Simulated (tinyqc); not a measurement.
Stretching all distances: RHF, UHF, MP2, CISD and CCSD against full CI in the sto-3g basis, for H2O, spin multiplicity 1. Computed by the program tinyqc with PySCF. All coordinates are multiplied by the scale. c0^2 is the weight of the RHF determinant in the lowest singlet FCI state (UHF is spin-contaminated and may lie near states of higher spin) and n(LUMO) the first natural occupation beyond the occupied space.

Geometry (angstrom):
```
atom,x,y,z
O,0.0000,0.0000,0.0000
H,0.0000,0.7390,0.5590
H,0.0000,-0.7390,0.5590
```

Full CI energy (hartree) and errors against it (kcal/mol):
```
scale,distance 1-2 (angstrom),E(FCI),RHF,UHF,MP2,CISD,CCSD,<S^2> UHF,c0^2,n(LUMO)
0.880,0.815,-74.90589,21.326,21.326,5.432,0.176,0.042,0.000,0.986,0.015
1.050,0.973,-75.01536,32.197,32.197,9.220,0.486,0.080,0.000,0.972,0.028
1.220,1.130,-75.00473,47.737,47.737,14.954,1.330,0.164,0.000,0.946,0.056
1.390,1.288,-74.95238,68.796,67.947,22.931,3.340,0.340,0.215,0.902,0.105
1.560,1.446,-74.89238,95.662,64.998,33.031,7.365,0.567,1.057,0.835,0.182
1.730,1.603,-74.83908,128.215,47.308,44.752,14.160,0.429,1.487,0.745,0.289
1.900,1.761,-74.79835,165.626,29.474,56.974,23.750,-1.331,1.721,0.636,0.423
2.070,1.918,-74.77131,205.793,16.476,68.311,34.642,-6.157,1.848,0.519,0.564
```

What does the comparison show, and why?

UHF parts from RHF first at scale 1.39 of those listed, where <S^2> leaves zero. The weight c0^2 goes from 0.99 to 0.52 and n(LUMO) from 0.01 to 0.56: static correlation grows as the bonds break into open-shell fragments. The spread of the error along the curve, which distorts its shape, is CCSD 6.7, CISD 34.5, UHF 51.5, MP2 62.9, RHF 184.5 kcal/mol. Below FCI somewhere: CCSD, as non-variational methods may be.
